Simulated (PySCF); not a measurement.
C3H9N, SMILES CN(C)C. Coordinates come from a PBE0-D3(BJ)/def2-SVP optimisation.

Computed equilibrium geometry at PBE0-D3(BJ)/def2-SVP (PySCF confirms it by a frequency run) as Cartesian coordinates in Å, and its point group:
point group C3v.
```xyz
13

C     -1.1963    -0.6907    -0.0554
N      0.0000     0.0000     0.3454
C      0.0000     1.3814    -0.0554
C      1.1963    -0.6907    -0.0554
H     -1.3179    -0.7609    -1.1622
H     -2.0843    -0.1765     0.3444
H     -1.1950    -1.7168     0.3444
H      0.0000     1.5218    -1.1622
H      0.8893     1.8933     0.3444
H     -0.8893     1.8933     0.3444
H      1.3179    -0.7609    -1.1622
H      2.0843    -0.1765     0.3444
H      1.1950    -1.7168     0.3444
```
